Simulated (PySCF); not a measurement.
# CH7BSi (SMILES CB[SiH3]): a chain of runs

Wanted: a transition-state search (HF-D3(BJ)/6-31G), then vibrational wavenumbers, then the intrinsic reaction coordinate (HF-D3(BJ)/6-31G), then a single-point energy (HF-D3(BJ)/6-31G), then the energy (TPSS0-D4/6-311G*), then a single-point energy of CH7BSi. Input form: a Python script.

The results are computed with PySCF 2.14.0.

## 1. The system as given

The species is CH7BSi (10 atoms), meant as a singlet with charge 0. SMILES: `CB[SiH3]`. The run starts from this shape.

Bond lengths: C1–B2 1.550 Å, B2–Si3 2.018 Å, C1–H4 1.106 Å, C1–H5 1.092 Å, C1–H6 1.091 Å, B2–H7 1.201 Å, Si3–H8 1.491 Å, Si3–H9 1.491 Å, Si3–H10 1.494 Å. Some angles: C1–B2–Si3 124.4°, C1–B2–H7 118.6°, Si3–B2–H7 117.0°, B2–C1–H4 102.7°, B2–C1–H5 114.9°, B2–C1–H6 116.1°, B2–Si3–H8 111.7°, B2–Si3–H9 114.0°, B2–Si3–H10 107.9°, H4–C1–H5 105.3°.

## 2. A saddle-point search at HF-D3(BJ)/6-31G (sfX2C, density fitting with def2-universal-jkfit) (run 1)

Contents of mol.xyz:

```xyz
10
CH7BSi
C     -1.087900     0.975000    -0.576900
B      0.112000     0.000300    -0.689900
Si     1.014100    -0.883100     0.884800
H     -1.315696     0.957120     0.505006
H     -2.002142     0.636970    -1.070084
H     -0.884969     2.018291    -0.824243
H      0.516800    -0.288200    -1.783700
H      1.154200    -2.354100     0.685500
H      0.324900    -0.654200     2.186700
H      2.393700    -0.320800     0.999300
```

Contents of run.py:

```python
# CB[SiH3]
from pyscf import gto, scf
from pyscf.geomopt.geometric_solver import kernel as optimise

system = gto.Mole()
system.atom = 'mol.xyz'
system.verbose = 3
system.basis = '6-31g'
system.spin = 0
system.max_memory = 1860
system.build()

mf = scf.RHF(system)
mf = mf.x2c()
mf = mf.density_fit(auxbasis='def2-universal-jkfit')
mf.disp = 'd3bj'
converged, mol_eq = optimise(mf, maxsteps=60, transition=True, hessian=True)
print('converged:', converged)
print(mol_eq.tostring())

mf.reset(mol_eq)
system = mol_eq
mf.kernel()
e_tot = mf.e_tot
print(f'total energy: {e_tot:.8f} hartree')
```

Run with:

```bash
OMP_NUM_THREADS=1 python run.py
```

Standard output:

```text
converged SCF energy = -356.052504633275

WARN: DFTD3 does not support analytical Hessian, using finite difference

WARN: Mole.unit (angstrom) is changed to Bohr

maxiter                   60
transition                True
----------------------------------------------------------
 Transition state optimization requested.
Custom engine selected.
Requested bond order-based connectivity but it is not available in the current engine
Bonds will be generated from interatomic distances less than 1.20 times sum of covalent radii
30 internal coordinates being used (instead of 30 Cartesians)
Internal coordinate system (atoms numbered from 1):
Distance 1-2
Distance 1-4
Distance 1-5
Distance 1-6
Distance 2-3
Distance 2-7
Distance 3-8
Distance 3-9
Distance 3-10
Angle 2-1-4
Angle 2-1-5
Angle 2-1-6
Angle 4-1-5
Angle 4-1-6
Angle 5-1-6
Angle 1-2-7
Angle 3-2-7
Angle 2-3-8
Angle 2-3-9
Angle 2-3-10
Angle 8-3-9
Angle 8-3-10
Angle 9-3-10
Out-of-Plane 2-1-3-7
Dihedral 4-1-2-3
[... 39 lines left out ...]
WARN: Mole.unit (angstrom) is changed to Bohr
[... 19 lines left out ...]
Note: Free energy does not include contribution from imaginary mode(s)
[... 7 lines left out ...]
Ground State Electronic Energy    : E0                        =  -356.05250463 au (   -223426.3199 kcal/mol)
[... 37 lines left out ...]
converged SCF energy = -356.055310117488
[... 65 lines left out ...]
converged SCF energy = -356.059218319715
[... 65 lines left out ...]
converged SCF energy = -356.05948277646
[... 67 lines left out ...]
converged SCF energy = -356.05948295002
[... 65 lines left out ...]
converged SCF energy = -356.059470459873
[... 65 lines left out ...]
converged SCF energy = -356.05946638078
[... 56 lines left out ...]
Converged! =D
[... 1 line left out ...]
converged: True
C          -1.16448841        0.91215930       -0.51147936
B           0.10082768        0.00904641       -0.66438585
Si          1.09731191       -0.83949131        0.89338278
[... 6 lines of this table left out ...]
H           2.52322079       -0.38480828        0.91717217
converged SCF energy = -356.059466386095
total energy: -356.05946639 hartree
```

It took 56 s on 1 thread of Arm Neoverse V2, shared host; peak memory 0.29 GiB.

The path in brief:

| step | energy from the first frame kept (eV) | largest force (eV/Å) |
| --- | --- | --- |
| 0 | 0.0000 | 2.3870 |
| 1 | -0.0353 | 2.1480 |
| 2 | -0.0763 | 1.8238 |
| 3 | -0.1190 | 1.4097 |
| 4 | -0.1586 | 0.8894 |
| 5 | -0.1827 | 0.3604 |
| 6 | -0.1898 | 0.0344 |
| 7 | -0.1900 | 0.0171 |
| 8 | -0.1899 | 0.0220 |
| 9 | -0.1899 | 0.0190 |
| 10 | -0.1899 | 0.0129 |
| 11 | -0.1899 | 0.0074 |
| 12 | -0.1898 | 0.0074 |
| 13 | -0.1897 | 0.0083 |
| 14 | -0.1895 | 0.0040 |
| 15 | -0.1894 | 0.0057 |
| 16 | -0.1894 | 0.0061 |
| 17 | -0.1894 | 0.0022 |
| 18 | -0.1894 | 0.0005 |
| 19 | -0.1894 | 0.0001 |

After the run. Bond lengths: C1–B2 1.562 Å, B2–Si3 2.035 Å, C1–H4 1.080 Å, C1–H5 1.088 Å, C1–H6 1.088 Å, B2–H7 1.189 Å, Si3–H8 1.497 Å, Si3–H9 1.495 Å, Si3–H10 1.497 Å. Some angles: C1–B2–Si3 124.3°, C1–B2–H7 118.3°, Si3–B2–H7 117.4°, B2–C1–H4 115.0°, B2–C1–H5 109.5°, B2–C1–H6 109.5°, B2–Si3–H8 110.6°, B2–Si3–H9 113.0°, B2–Si3–H10 110.6°, H4–C1–H5 108.5°.

## 3. The harmonic vibrations at HF-D3(BJ)/6-31G (sfX2C, density fitting with def2-universal-jkfit) (run 2)

Contents of mol.xyz:

```xyz
10
CH7BSi
C     -1.477028     1.128123    -0.724875
B     -0.211712     0.225010    -0.877782
Si     0.784772    -0.623527     0.679987
H     -1.806233     1.283406     0.292438
H     -2.300216     0.698679    -1.293060
H     -1.287356     2.098538    -1.178984
H      0.202282     0.014898    -1.972358
H      0.802680    -2.113985     0.545204
H      0.182278    -0.295562     2.008285
H      2.210638    -0.168066     0.703779
```

Contents of input.py:

```python
from pyscf import gto, symm
from pyscf.hessian import thermo

mol = gto.M(
    atom='mol.xyz',
    verbose=3,
    basis='6-31g',
    max_memory=1860,
    spin=0,
)

mf = mol.RHF()
mf = mf.x2c()
mf = mf.density_fit(auxbasis='def2-universal-jkfit')
mf.disp = 'd3bj'
mf.kernel()

etot = mf.e_tot
print('E(%s) = %.9f' % ('HF', etot))
hess = mf.Hessian().kernel()
modes = thermo.harmonic_analysis(mol, hess)
thermo.dump_normal_mode(mol, modes)
symm.geom.TOLERANCE = 1e-3  # for the symmetry number
th = thermo.thermo(mf, modes['freq_au'], 1200, 101325)
thermo.dump_thermo(mol, th)
```

Run with:

```bash
OMP_NUM_THREADS=1 python input.py
```

Standard output:

```text
converged SCF energy = -356.059466293015
E(HF) = -356.059466293

WARN: DFTD3 does not support analytical Hessian, using finite difference

WARN: Mole.unit (angstrom) is changed to Bohr

[... 110 lines left out ...]
Gibbs free energy [Eh] -356.14883
```

It took 33 s on 1 thread of Arm Neoverse V2, shared host; peak memory 0.27 GiB.

## 4. The intrinsic reaction coordinate at HF-D3(BJ)/6-31G (sfX2C, density fitting with def2-universal-jkfit, path step 0.3 bohr*amu^0.5) (run 3)

Contents of mol.xyz:

```xyz
10

C     -1.164488     0.912159    -0.511479
B      0.100828     0.009046    -0.664386
Si     1.097312    -0.839491     0.893383
H     -1.493693     1.067442     0.505834
H     -1.987509     0.482946    -1.079645
H     -0.974649     1.882805    -0.965569
H      0.514822    -0.201066    -1.758962
H      1.114470    -2.330147     0.758525
H      0.494818    -0.511526     2.221681
H      2.523221    -0.384808     0.917172
```

Contents of run.py:

```python
import numpy
from pyscf import gto, scf
from pyscf.hessian import thermo

system = gto.Mole()
system.atom = 'mol.xyz'
system.max_memory = 1860
system.verbose = 3
system.basis = '6-31g'
system.charge = 0
system.build()

hf = scf.RHF(system)
hf = hf.sfx2c1e()
hf = hf.density_fit(auxbasis='def2-universal-jkfit')
hf.disp = 'd3bj'
hf.kernel()
modes = thermo.harmonic_analysis(system, hf.Hessian().kernel())
print('lowest modes (1/cm)', numpy.round(modes['freq_wavenumber'][:3], 1))
w = numpy.sqrt(system.atom_mass_list(isotope_avg=True))[:, None]
mode = modes['norm_mode'][0] * w
mode /= numpy.linalg.norm(mode)
scanner = hf.nuc_grad_method().as_scanner()
x_ts, e_ts, ds = system.atom_coords() * w, hf.e_tot, 0.3  # mass-weighted, bohr amu^1/2
path = []
for sign in (1, -1):
    x, e_old = x_ts + sign * ds * mode, e_ts
    for k in range(1, 21):
        e, g = scanner(system.set_geom_(x / w, unit='bohr', inplace=False))
        if e > e_old:
            break
        path.append((sign * k * ds, e, x / w, g))
        d1 = -g / w / numpy.linalg.norm(g / w)
        g2 = scanner(system.set_geom_((x + 0.5 * ds * d1) / w, unit='bohr', inplace=False))[1] / w  # midpoint rule
        x, e_old = x - ds * g2 / numpy.linalg.norm(g2), e
path.sort(key=lambda p: p[0])
print('s (bohr amu^1/2)   E - E(TS) (kcal/mol)')
for s, e, x, g in path:
    print('%7.2f %10.3f' % (s, (e - e_ts) * 627.5095))
for s, e, x, g in (path[0], path[-1]):
    print('end at s = %.2f' % s)
    print(system.set_geom_(x, unit='bohr', inplace=False).tostring())
```

Run with:

```bash
OMP_NUM_THREADS=1 python run.py
```

Standard output:

```text
converged SCF energy = -356.059466385971

WARN: DFTD3 does not support analytical Hessian, using finite difference

WARN: Mole.unit (angstrom) is changed to Bohr

lowest modes (1/cm) [  0. +61.7j  30.5 +0.j  228.  +0.j ]

WARN: Mole.unit (angstrom) is changed to bohr

converged SCF energy = -356.059448294205
--------------- DFsfX2C1eRHF_Scanner gradients ---------------
         x                y                z
0 C     0.0015628707    -0.0010758096     0.0011521061
1 B     0.0000262453    -0.0000433497     0.0001197514
2 Si    -0.0000098997     0.0000358201    -0.0000614192
3 H    -0.0001823345     0.0001228026     0.0015661936
4 H    -0.0019433281    -0.0013083730    -0.0013829737
5 H     0.0005144539     0.0022936442    -0.0014346852
6 H    -0.0000247292     0.0000173502    -0.0000197245
7 H    -0.0000019149    -0.0000985220    -0.0000077250
8 H    -0.0000365784     0.0000288701     0.0000750246
9 H     0.0000952148     0.0000275671    -0.0000065481
----------------------------------------------

WARN: Mole.unit (angstrom) is changed to bohr

converged SCF energy = -356.059448275628
--------------- DFsfX2C1eRHF_Scanner gradients ---------------
         x                y                z
0 C     0.0014208195    -0.0012720845     0.0011362092
1 B     0.0000404938    -0.0000235975     0.0001213815
2 Si    -0.0000320090     0.0000051761    -0.0000638359
3 H    -0.0002937089    -0.0000311438     0.0015536451
4 H    -0.0018962786    -0.0010377182    -0.0017066692
5 H     0.0007306120     0.0023867535    -0.0010814382
6 H    -0.0000225467     0.0000203181    -0.0000195441
7 H     0.0000043357    -0.0000980713    -0.0000166713
8 H    -0.0000446757     0.0000176956     0.0000741014
9 H     0.0000929578     0.0000326719     0.0000028215
----------------------------------------------
s (bohr amu^1/2)   E - E(TS) (kcal/mol)
IndexError: list index out of range
```

It took 35 s on 1 thread of Arm Neoverse V2, shared host; peak memory 0.27 GiB.

The job broke off with an error.

## 5. A single-point energy at HF-D3(BJ)/6-31G (sfX2C, density fitting with def2-universal-jkfit) (run 4)

Contents of geometry.xyz:

```xyz
10

C     -1.087900     0.975000    -0.576900
B      0.112000     0.000300    -0.689900
Si     1.014100    -0.883100     0.884800
H     -1.958400     0.307500    -0.716200
H     -1.157900     1.712200    -1.380000
H     -1.228600     1.454100     0.393400
H      0.516800    -0.288200    -1.783700
H      1.154200    -2.354100     0.685500
H      0.324900    -0.654200     2.186700
H      2.393700    -0.320800     0.999300
```

Contents of job.py:

```python
from pyscf import gto, scf

system = gto.Mole()
system.atom = 'geometry.xyz'
system.basis = '6-31g'
system.max_memory = 1860
system.spin = 0
system.verbose = 3
system.build()

myscf = scf.RHF(system)
myscf = myscf.sfx2c1e()
myscf = myscf.density_fit(auxbasis='def2-universal-jkfit')
myscf.disp = 'd3bj'
myscf.kernel()

etot = myscf.e_tot
print('Final energy', etot)
```

Run with:

```bash
OMP_NUM_THREADS=1 python job.py
```

Standard output:

```text
converged SCF energy = -356.058773053077
Final energy -356.05877305307735
```

Wall time 0.76 s (1 thread of Arm Neoverse V2, shared host); peak memory 0.13 GiB.

## 6. The energy at TPSS0-D4/6-311G(d) (density fitting with cc-pvqz-jkfit) (run 5)

mol.xyz: that of step 4 with these lines changed.

```diff
@@ -1,3 +1,3 @@
 10
-
+CH7BSi
 C     -1.164488     0.912159    -0.511479
```

Contents of job.py:

```python
from pyscf import gto, dft

mol = gto.Mole()
mol.atom = 'mol.xyz'
mol.verbose = 4
mol.max_memory = 1860
mol.basis = '6-311g*'
mol.build()

mf = dft.RKS(mol)
mf.xc = 'tpss0'
mf = mf.density_fit(auxbasis='cc-pvqz-jkfit')
mf.disp = 'd4'
mf.kernel()

e_final = mf.e_tot
print('E(%s) = %.9f' % ('TPSS0', e_final))
dip = mf.dip_moment()
pop, q = mf.mulliken_pop()
```

Run with:

```bash
OMP_NUM_THREADS=1 python job.py
```

Standard output:

```text
PySCF version 2.14.0

[... 78 lines left out ...]
converged SCF energy = -356.665815846603
[... 1 line left out ...]
Dipole moment(X, Y, Z, Debye): -0.83391,  0.65348, -0.61170
[... 55 lines left out ...]
pop of  2 Si 6px          0.05968
pop of  2 Si 6py          0.05902
pop of  2 Si 6pz          0.03778
pop of  2 Si 3dxy         0.01205
pop of  2 Si 3dyz         0.01160
pop of  2 Si 3dz^2        0.03998
pop of  2 Si 3dxz         0.02265
pop of  2 Si 3dx2-y2      0.03870
pop of  3 H 1s            0.27831
pop of  3 H 2s            0.41405
pop of  3 H 3s            0.08293
pop of  4 H 1s            0.27033
pop of  4 H 2s            0.41701
pop of  4 H 3s            0.08592
pop of  5 H 1s            0.27033
pop of  5 H 2s            0.41701
pop of  5 H 3s            0.08592
pop of  6 H 1s            0.26396
pop of  6 H 2s            0.50393
pop of  6 H 3s            0.14517
pop of  7 H 1s            0.24240
pop of  7 H 2s            0.57630
pop of  7 H 3s            0.24520
pop of  8 H 1s            0.24424
pop of  8 H 2s            0.58021
pop of  8 H 3s            0.24305
pop of  9 H 1s            0.24240
pop of  9 H 2s            0.57630
pop of  9 H 3s            0.24520
 ** Mulliken atomic charges  **
charge of    0C =     -0.84755
charge of    1B =      0.01588
charge of    2Si =      0.26185
charge of    3H =      0.22470
charge of    4H =      0.22674
charge of    5H =      0.22674
charge of    6H =      0.08693
charge of    7H =     -0.06390
charge of    8H =     -0.06749
charge of    9H =     -0.06390
```

Wall time 11 s (1 thread of Arm Neoverse V2, shared host); peak memory 0.44 GiB.

## 7. The energy at TPSS0-D4/6-311G(d) (density fitting with cc-pvqz-jkfit) (run 6)

geometry.xyz is that of step 5.

Contents of run.py:

```python
# CB[SiH3]
from pyscf import gto, dft

molecule = gto.Mole()
molecule.atom = 'geometry.xyz'
molecule.max_memory = 1860
molecule.charge = 0
molecule.verbose = 4
molecule.basis = '6-311g*'
molecule.build()

ks = dft.RKS(molecule)
ks.xc = 'tpss0'
ks = ks.density_fit(auxbasis='cc-pvqz-jkfit')
ks.disp = 'd4'
ks.kernel()

energy = ks.e_tot
print('E(%s) = %.9f' % ('TPSS0', energy))
ks.analyze()
```

Run with:

```bash
OMP_NUM_THREADS=1 python run.py
```

Standard output:

```text
PySCF version 2.14.0

[... 82 lines left out ...]
Nuclear Repulsion Energy =              91.061328937896533
[... 9 lines left out ...]
MO #3   energy= -6.8569669450367   occ= 2
[... 7 lines left out ...]
MO #11  energy= -0.43618280666347  occ= 2
[... 7 lines left out ...]
MO #19  energy= 0.0629367888950859 occ= 0
[... 7 lines left out ...]
MO #27  energy= 0.183607361417041  occ= 0
[... 7 lines left out ...]
MO #35  energy= 0.400064204187762  occ= 0
[... 7 lines left out ...]
MO #43  energy= 0.617126674875675  occ= 0
[... 7 lines left out ...]
MO #51  energy= 0.941224233559297  occ= 0
[... 7 lines left out ...]
MO #59  energy= 1.56164229585408   occ= 0
[... 7 lines left out ...]
MO #67  energy= 2.45019526735381   occ= 0
[... 7 lines left out ...]
MO #75  energy= 3.27441358388404   occ= 0
[... 7 lines left out ...]
MO #83  energy= 141.598308357781   occ= 0
[... 57 lines left out ...]
pop of  2 Si 6py          0.00003
pop of  2 Si 6pz          0.00004
pop of  2 Si 3dxy         0.00386
pop of  2 Si 3dyz         0.00287
pop of  2 Si 3dz^2        0.00813
pop of  2 Si 3dxz         0.00604
pop of  2 Si 3dx2-y2      0.00813
pop of  3 H 1s            0.84797
pop of  3 H 2s            0.00592
pop of  3 H 3s            0.00247
pop of  4 H 1s            0.87011
pop of  4 H 2s            0.00647
pop of  4 H 3s            0.00270
pop of  5 H 1s            0.87809
pop of  5 H 2s            0.00612
pop of  5 H 3s            0.00272
pop of  6 H 1s            0.98770
pop of  6 H 2s            0.00519
pop of  6 H 3s            0.00099
pop of  7 H 1s            1.08052
pop of  7 H 2s            0.00377
pop of  7 H 3s            0.00047
pop of  8 H 1s            1.09169
pop of  8 H 2s            0.00367
pop of  8 H 3s            0.00054
pop of  9 H 1s            1.07589
pop of  9 H 2s            0.00367
pop of  9 H 3s            0.00047
 ** Mulliken atomic charges  **
charge of    0C =     -0.41942
charge of    1B =     -0.02402
charge of    2Si =      0.32057
charge of    3H =      0.14365
charge of    4H =      0.12071
charge of    5H =      0.11307
charge of    6H =      0.00612
charge of    7H =     -0.08475
charge of    8H =     -0.09590
charge of    9H =     -0.08003
Dipole moment(X, Y, Z, Debye): -0.91513,  0.57801, -0.51806
```

It took 11 s on 1 thread of Arm Neoverse V2, shared host; peak memory 0.44 GiB.

## 8. What came out

| quantity | value |
| --- | --- |
| run 1, HF-D3(BJ)/6-31G: total energy at the end | -356.05947 Eh |
| run 1, HF-D3(BJ)/6-31G: dipole moment | 1.28 D |
| run 1, HF-D3(BJ)/6-31G: HOMO energy | -10.73 eV |
| run 1, HF-D3(BJ)/6-31G: LUMO energy | 2.05 eV |
| run 1, HF-D3(BJ)/6-31G: HOMO–LUMO gap | 12.78 eV |
| run 1, HF-D3(BJ)/6-31G: dispersion energy | -127.22 kJ/mol |
| run 2, HF-D3(BJ)/6-31G: lowest harmonic wavenumber | 62i cm⁻¹ (imaginary) |
| run 2, HF-D3(BJ)/6-31G: highest harmonic wavenumber | 3284 cm⁻¹ |
| run 4, HF-D3(BJ)/6-31G: total energy | -356.05877 Eh |
| run 4, HF-D3(BJ)/6-31G: dipole moment | 1.24 D |
| run 4, HF-D3(BJ)/6-31G: HOMO energy | -10.77 eV |
| run 4, HF-D3(BJ)/6-31G: LUMO energy | 2.17 eV |
| run 4, HF-D3(BJ)/6-31G: HOMO–LUMO gap | 12.94 eV |
| run 4, HF-D3(BJ)/6-31G: dispersion energy | -127.81 kJ/mol |
| run 5, TPSS0-D4/6-311G*: total energy | -356.66582 Eh |
| run 5, TPSS0-D4/6-311G*: dipole moment | 1.22 D |
| run 5, TPSS0-D4/6-311G*: HOMO energy | -8.05 eV |
| run 5, TPSS0-D4/6-311G*: LUMO energy | -1.72 eV |
| run 5, TPSS0-D4/6-311G*: HOMO–LUMO gap | 6.34 eV |
| run 5, TPSS0-D4/6-311G*: dispersion energy | -16.73 kJ/mol |
| run 6, TPSS0-D4/6-311G*: total energy | -356.66632 Eh |
| run 6, TPSS0-D4/6-311G*: dipole moment | 1.20 D |
| run 6, TPSS0-D4/6-311G*: HOMO energy | -8.08 eV |
| run 6, TPSS0-D4/6-311G*: LUMO energy | -1.62 eV |
| run 6, TPSS0-D4/6-311G*: HOMO–LUMO gap | 6.46 eV |
| run 6, TPSS0-D4/6-311G*: dispersion energy | -16.83 kJ/mol |
| run 3, HF-D3(BJ)/6-31G | no result (crashed) |

What this shows: 1 mode is imaginary (lowest 62i cm⁻¹): a first-order saddle point. Mulliken charges (run 2, HF-D3(BJ)/6-31G) run from -0.74 on C1 to +0.65 on Si3; they depend strongly on the basis. Mulliken charges (run 5, TPSS0-D4/6-311G*) run from -0.85 on C1 to +0.26 on Si3; they depend strongly on the basis. 1 of the 6 runs did not end normally.
